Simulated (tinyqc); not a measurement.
Worked calculation (part 3 of 3): ROHF in the sto-3g basis, for OH+, spin multiplicity 3. This run ends on a higher stationary point, not on the lowest solution. Computed by tinyqc, a small Python program that keeps every step (integrals from PySCF). Command: `OMP_NUM_THREADS=1 python tinyqc.py 26797 26798 out.jsonl` (the two numbers bound the seeds that draw the settings). One thread of a shared host (Intel(R) Xeon(R) Processor @ 2.60GHz), about 0.07 s of CPU time with the checks.

Geometry (angstrom):
```
atom         x         y         z
O     0.000000  0.000000  0.000000
H     0.000000  0.000000  1.575000
```

## Iteration 4: diagonalisation and new density

extrapolated F (hartree):
```
             1O 1s      1O 2s     1O 2px     1O 2py     1O 2pz      2H 1s
1O 1s   -22.632041  -5.544931   0.000000   0.000000   0.000134  -0.311858
1O 2s    -5.544931  -3.284713   0.000000   0.000000  -0.033944  -0.426528
1O 2px    0.000000   0.000000  -1.485736  -0.018854   0.000000   0.000000
1O 2py    0.000000   0.000000  -0.018854  -1.326663   0.000000   0.000000
1O 2pz    0.000134  -0.033944   0.000000   0.000000  -1.179715  -0.248026
2H 1s    -0.311858  -0.426528   0.000000   0.000000  -0.248026  -0.447914
```

X:
```
            1O 1s      1O 2s    1O 2px    1O 2py     1O 2pz      2H 1s
1O 1s    1.022133  -0.124260  0.000000  0.000000  -0.001540   0.009790
1O 2s   -0.124260   1.034402  0.000000  0.000000   0.012284  -0.092359
1O 2px   0.000000   0.000000  1.000000  0.000000   0.000000   0.000000
1O 2py   0.000000   0.000000  0.000000  1.000000   0.000000   0.000000
1O 2pz  -0.001540   0.012284  0.000000  0.000000   1.012082  -0.091241
2H 1s    0.009790  -0.092359  0.000000  0.000000  -0.091241   1.024122
```

Diagonalise F' = X^T F X, C = X C', fill 5 alpha and 3 beta electrons from the bottom; D(s) = C_occ C_occ^T. Each column has its largest component positive (the first on a tie).

F' = X^T F X (hartree):
```
            1          2          3          4          5          6
1  -22.292390  -2.630468   0.000000   0.000000  -0.001699  -0.010232
2   -2.630468  -2.368578   0.000000   0.000000  -0.022151  -0.152240
3    0.000000   0.000000  -1.485736  -0.018854   0.000000   0.000000
4    0.000000   0.000000  -0.018854  -1.326663   0.000000   0.000000
5   -0.001699  -0.022151   0.000000   0.000000  -1.166631  -0.110715
6   -0.010232  -0.152240   0.000000   0.000000  -0.110715  -0.379552
```

orbital energies (hartree): MO1 -22.633871, MO2 -2.041771, MO3 -1.487940, MO4 -1.324459, MO5 -1.179885, MO6 -0.351625

coefficients C:
```
              MO1        MO2       MO3        MO4        MO5        MO6
1O 1s    0.997644  -0.252843  0.000000   0.000000   0.011584   0.030620
1O 2s    0.009813   1.028627  0.000000   0.000000  -0.049712  -0.182942
1O 2px   0.000000   0.000000  0.993236  -0.116113   0.000000   0.000000
1O 2py   0.000000   0.000000  0.116113   0.993236   0.000000   0.000000
1O 2pz   0.000153   0.040732  0.000000   0.000000   0.990296  -0.224594
2H 1s   -0.000831  -0.001481  0.000000   0.000000   0.045205   1.031373
```

D(alpha) after iteration 4:
```
            1O 1s      1O 2s    1O 2px    1O 2py     1O 2pz      2H 1s
1O 1s    1.059357  -0.250867  0.000000  0.000000   0.001326   0.000069
1O 2s   -0.250867   1.060642  0.000000  0.000000  -0.007331  -0.003779
1O 2px   0.000000   0.000000  1.000000  0.000000   0.000000   0.000000
1O 2py   0.000000   0.000000  0.000000  1.000000   0.000000   0.000000
1O 2pz   0.001326  -0.007331  0.000000  0.000000   0.982345   0.044706
2H 1s    0.000069  -0.003779  0.000000  0.000000   0.044706   0.002046
```

D(beta) after iteration 4:
```
            1O 1s      1O 2s    1O 2px    1O 2py     1O 2pz      2H 1s
1O 1s    1.059222  -0.250291  0.000000  0.000000  -0.010146  -0.000454
1O 2s   -0.250291   1.058170  0.000000  0.000000   0.041899  -0.001532
1O 2px   0.000000   0.000000  0.986518  0.115328   0.000000   0.000000
1O 2py   0.000000   0.000000  0.115328  0.013482   0.000000   0.000000
1O 2pz  -0.010146   0.041899  0.000000  0.000000   0.001659  -0.000060
2H 1s   -0.000454  -0.001532  0.000000  0.000000  -0.000060   0.000003
```

## Iteration 15 (converged): orbitals

converged F (hartree):
```
             1O 1s      1O 2s     1O 2px     1O 2py     1O 2pz      2H 1s
1O 1s   -20.861914  -5.295798   0.000000   0.000000  -0.006328  -0.299605
1O 2s    -5.295798  -2.818292   0.000000   0.000000  -0.087345  -0.443270
1O 2px    0.000000   0.000000  -0.862404  -0.037074   0.000000   0.000000
1O 2py    0.000000   0.000000  -0.037074  -0.549604   0.000000   0.000000
1O 2pz   -0.006328  -0.087345   0.000000   0.000000  -0.563692  -0.274955
2H 1s    -0.299605  -0.443270   0.000000   0.000000  -0.274955  -0.465057
```

As before.

F' = X^T F X (hartree):
```
            1          2          3          4          5          6
1  -20.498837  -2.649442   0.000000   0.000000  -0.004539   0.003957
2   -2.649442  -1.904075   0.000000   0.000000  -0.059962  -0.207628
3    0.000000   0.000000  -0.862404  -0.037074   0.000000   0.000000
4    0.000000   0.000000  -0.037074  -0.549604   0.000000   0.000000
5   -0.004539  -0.059962   0.000000   0.000000  -0.532003  -0.190021
6    0.003957  -0.207628   0.000000   0.000000  -0.190021  -0.381149
```

orbital energies (hartree): MO1 -20.869009, MO2 -1.577710, MO3 -0.866738, MO4 -0.632566, MO5 -0.545270, MO6 -0.236778

coefficients C:
```
              MO1        MO2       MO3        MO4        MO5        MO6
1O 1s    0.995116  -0.257623  0.000000   0.047427   0.000000   0.037685
1O 2s    0.019964   1.004178  0.000000  -0.213028   0.000000  -0.199891
1O 2px   0.000000   0.000000  0.993236   0.000000  -0.116113   0.000000
1O 2py   0.000000   0.000000  0.116113   0.000000   0.993236   0.000000
1O 2pz   0.000712   0.084736  0.000000   0.810630   0.000000  -0.607031
2H 1s   -0.001896   0.088194  0.000000   0.452052   0.000000   0.923929
```

D(alpha) after iteration 15:
```
            1O 1s      1O 2s    1O 2px    1O 2py     1O 2pz      2H 1s
1O 1s    1.058874  -0.248936  0.000000  0.000000   0.017325  -0.003168
1O 2s   -0.248936   1.054153  0.000000  0.000000  -0.087583  -0.007776
1O 2px   0.000000   0.000000  1.000000  0.000000   0.000000   0.000000
1O 2py   0.000000   0.000000  0.000000  1.000000   0.000000   0.000000
1O 2pz   0.017325  -0.087583  0.000000  0.000000   0.664301   0.373919
2H 1s   -0.003168  -0.007776  0.000000  0.000000   0.373919   0.212133
```

D(beta) after iteration 15:
```
            1O 1s      1O 2s    1O 2px    1O 2py     1O 2pz      2H 1s
1O 1s    1.056625  -0.238833  0.000000  0.000000  -0.021121  -0.024608
1O 2s   -0.238833   1.008772  0.000000  0.000000   0.085104   0.088524
1O 2px   0.000000   0.000000  0.986518  0.115328   0.000000   0.000000
1O 2py   0.000000   0.000000  0.115328  0.013482   0.000000   0.000000
1O 2pz  -0.021121   0.085104  0.000000  0.000000   0.007181   0.007472
2H 1s   -0.024608   0.088524  0.000000  0.000000   0.007472   0.007782
```

## Convergence

Stop when the energy changes by less than 1e-09 hartree and every element of the error matrix X^T (F D S - S D F) X is below 9e-06.

Course of the cycle:
```
iteration   E (hartree)     change  largest element of the error matrix
1          -28.56937336          -                             1.28e-01
2          -73.76483717  -4.52e+01                             1.35e-01
3          -73.79026766  -2.54e-02                             1.21e-01
4          -73.80575241  -1.55e-02                             1.13e-01
5          -73.80736256  -1.61e-03                             1.14e-01
6          -73.80903086  -1.67e-03                             1.13e-01
7          -73.84877196  -3.97e-02                             7.90e-02
8          -73.84416607   4.61e-03                             8.52e-02
9          -73.86561384  -2.14e-02                             4.07e-02
10         -73.87051554  -4.90e-03                             1.57e-02
11         -73.87119612  -6.81e-04                             9.32e-03
12         -73.87152898  -3.33e-04                             3.39e-03
13         -73.87158108  -5.21e-05                             1.72e-04
14         -73.87158125  -1.72e-07                             1.59e-05
15         -73.87158125  -5.48e-10                             6.69e-06
```

PySCF ROHF in the same basis = -73.96159572 hartree

Converged in 15 iterations. But the solution lies 0.09001 hartree above the reference: it is another stationary point, not the lowest one. Reruns (cap 100 unless said): atomic densities as start, DIIS 8: converged in 7.

## Populations, bond orders and dipole

overlap S:
```
           1O 1s     1O 2s    1O 2px    1O 2py    1O 2pz     2H 1s
1O 1s   1.000000  0.236704  0.000000  0.000000  0.000000  0.013048
1O 2s   0.236704  1.000000  0.000000  0.000000  0.000000  0.173553
1O 2px  0.000000  0.000000  1.000000  0.000000  0.000000  0.000000
1O 2py  0.000000  0.000000  0.000000  1.000000  0.000000  0.000000
1O 2pz  0.000000  0.000000  0.000000  0.000000  1.000000  0.175397
2H 1s   0.013048  0.173553  0.000000  0.000000  0.175397  1.000000
```

Mulliken: Z minus the diagonal of D S on the atom; Loewdin: the same with S^(1/2) D S^(1/2); Mayer order: 2 sum_s sum (D(s) S)_ij (D(s) S)_ji over the two atoms.

Charges (e):
```
atom  Mulliken   Loewdin  Mulliken spin
1O    0.300461  0.318347       1.747809
2H    0.699539  0.681653       0.252191
```

Mayer bond orders:
```
pair     order
2-1   0.447045
```

dipole moment about the origin, x y z (debye): 0.000000  0.000000  5.210679
